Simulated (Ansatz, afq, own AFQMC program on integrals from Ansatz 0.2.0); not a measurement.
AFQMC on a folder of integrals that Ansatz 0.2.0 wrote.

```yaml
crystal:
  periodic: [false, false, false]
  atoms:
    - {symbol: N, position_ang: [0.443996, -2.221269, -2.552967]}
    - {symbol: Ge, position_ang: [0.067937, -2.235208, -0.752399]}
    - {symbol: C, position_ang: [-0.304830, -0.482415, 0.027609]}
    - {symbol: C, position_ang: [0.467532, 0.090393, 0.967817]}
    - {symbol: Si, position_ang: [0.104945, 1.761890, 1.705723]}
    - {symbol: N, position_ang: [-0.878777, 2.650657, 0.622692]}
    - {symbol: F, position_ang: [1.560521, 2.449263, 1.997473]}
    - {symbol: H, position_ang: [-0.358271, -2.036972, -3.149668]}
    - {symbol: H, position_ang: [1.197375, -1.594674, -2.824828]}
    - {symbol: H, position_ang: [-1.162155, -3.150429, -0.597330]}
    - {symbol: H, position_ang: [1.300001, -2.800942, -0.021294]}
    - {symbol: H, position_ang: [-1.187622, 0.070739, -0.326066]}
    - {symbol: H, position_ang: [1.351931, -0.455018, 1.330723]}
    - {symbol: H, position_ang: [-0.587176, 1.734703, 3.022331]}
    - {symbol: H, position_ang: [-1.421696, 3.442826, 0.946059]}
    - {symbol: H, position_ang: [-0.616611, 2.753957, -0.351375]}
basis:
  gaussian: {orbitals: def2-SVP}
magnetization: {spin_polarized: false}
correlation: {method: ccsd_t, electrons: outside_noble_gas, hamiltonian_folder: ham}
```

```sh
$ ansatz run in.yaml --threads 2 --pin off --events-out ev --progress --plain --max-ram 34560MiB --backend cuda --devices 0, --max-vram 37GiB
```

Options of the walk:

```
--method phaseless --trial hf --walkers 700 --populations 10 --least-time 40 --time-step 0.005 --steps-per-block 20 --equilibration-blocks 112 --max-blocks 4000 --target-error 0.00195 --factor-cut 1e-05 --seed 3784 --taylor-order 6
```

Times are imaginary, in 1/Eh. The walk had a cap of 146 s. With eight or more populations the least sampling time is a fifth of least-time, and the error comes from their spread. Filled inner d shells are frozen with the cores.

```
orbitals 141  electrons 21 21  factors 1230 of 1652
reference energy -2653.12396652 Eh
CCSD correlation -1.04746745 Eh in 13 cycles, weight of the determinant in the CISD state 0.7157
energy of the start -2653.123967 Eh
 block  time / (1/Eh)  mean weight  energy / Eh
     1     0.100  1.0068  -2653.430351
     2     0.200  1.0070  -2653.629328
     3     0.300  1.0075  -2653.767552
     4     0.400  1.0085  -2653.872752
     5     0.500  1.0057  -2653.941570
    10     1.000  1.0027  -2654.135002
    76     7.600  1.0006  -2654.229365
   151    15.100  1.0024  -2654.215597
   181    18.100  1.0015  -2654.173523
   226    22.600  0.9986  -2654.205262
   301    30.100  1.0012  -2654.236412
   376    37.600  1.0012  -2654.207781
   451    45.100  0.9987  -2654.202299
   526    52.600  1.0014  -2654.211126
   586    58.600  1.0014  -2654.259925
   601    60.100  1.0002  -2654.219787
error from the spread of 10 populations
energy -2654.206271 +/- 0.001817 Eh
(rows thinned)
```

Q: Estimate how long the walk took on 1 × NVIDIA H100 80GB HBM3 with 4 threads of AMD EPYC 7R13 Processor (Zen 3), with other jobs on the host (the card was shared).

A: 92 s of wall time.

The run passed its tests (sampling time, drift between the halves within three errors, error under three times the target), which doesn't prove that it has relaxed.

Against this walk (error 49.4 meV) on the same determinant: CCSD(T) 144.0 meV higher, a separate phaseless walk with a CISD trial and standard settings 57.4 ± 53.5 meV higher (within the noise). The error is statistical and leaves out the bias of the constraint. None of these is a sure reference here.

Cautions: constraint bias not in the error; no relativity below Rb; no spin-orbit coupling; inner d shell frozen.
